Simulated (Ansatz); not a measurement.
Isolated molecules relaxed with PBE0-D4/def2-TZVP in Ansatz; ΔE leaves out vibrations. CCSD(T)/CBS adds triple-zeta CCSD(T) − MP2 to the extrapolated MP2 energy (def2 sets, frozen cores). This one scheme is used for every species. DFT in def2-TZVPP.

`CC(C)C(C)(C)C` + H₂ → `CCC(C)(C)C` + CH₄  (hydrogenolysis of a C–C bond)

`CC(C)C(C)(C)C`:

Z-matrix (Å, degrees):
```
C
C 1 1.525
H 1 1.094 2 111.4
H 1 1.091 2 112.6 3 -121.6
H 1 1.093 2 110.0 3 118.6
C 2 1.552 1 113.8 3 64.6
C 2 1.525 1 109.0 3 -63.6
H 2 1.099 1 107.2 3 -179.4
C 6 1.529 2 109.7 1 176.0
C 6 1.529 2 109.7 1 57.9
C 6 1.527 2 112.1 1 -63.0
H 7 1.091 2 112.7 1 -175.0
H 7 1.093 2 110.0 1 -55.3
H 7 1.094 2 111.4 1 63.4
H 9 1.093 6 110.3 2 -173.2
H 9 1.092 6 112.1 2 67.2
H 9 1.094 6 111.1 2 -53.8
H 10 1.095 6 111.1 2 53.7
H 10 1.092 6 112.1 2 -67.3
H 10 1.093 6 110.3 2 173.1
H 11 1.093 6 111.8 2 60.6
H 11 1.092 6 111.8 2 -60.8
H 11 1.094 6 110.1 2 179.9
```

H₂:

```xyz
2

H     0.016    0.012    0.373
H    -0.016   -0.012   -0.373
```

`CCC(C)(C)C`:

```xyz
20

C    -1.431   -0.018   -1.613
C    -0.886   -0.716   -0.378
C     0.281   -0.023    0.341
C    -0.133    1.361    0.834
C     1.486    0.107   -0.588
C     0.671   -0.881    1.541
H    -0.669    0.090   -2.389
H    -2.254   -0.592   -2.044
H    -1.816    0.978   -1.382
H    -1.699   -0.847    0.347
H    -0.562   -1.727   -0.652
H    -0.373    2.032    0.007
H    -1.011    1.299    1.485
H     0.676    1.823    1.408
H     1.274    0.757   -1.440
H     1.790   -0.870   -0.975
H     2.339    0.534   -0.053
H     0.980   -1.881    1.225
H     1.503   -0.431    2.092
H    -0.168   -0.993    2.233
```

CH₄:

Z-matrix (Å, degrees):
```
C
H 1 1.090
H 1 1.090 2 109.5
H 1 1.090 2 109.5 3 -120.0
H 1 1.090 2 109.5 3 120.0
```

```csv
level,ΔE (kJ/mol)
PBE0-D4,-74.1
BHLYP-D4,-80.6
```

Problem. What does CCSD(T)/CBS give? (An estimate is asked.)

Solution. The calculation gave: -69.5 kJ/mol. The listed levels differ from it by -4.6, -11.1 kJ/mol.

Largest T1 diagnostic among the species: 0.009.

In def2-TZVPP, CCSD(T) changes the Hartree–Fock value by +31.8 kJ/mol (the triples alone add +5.6 kJ/mol) and MP2 by +36.6 kJ/mol. The D4 term adds +14.8 kJ/mol with B3LYP and +8.4 kJ/mol with PBE0; it sums over pairs of atoms, weighted by their polarisabilities, and B3LYP, whose exchange is more repulsive, gets the larger term.

B3LYP here is the variant with VWN-RPA as its local correlation; programs differ in this.
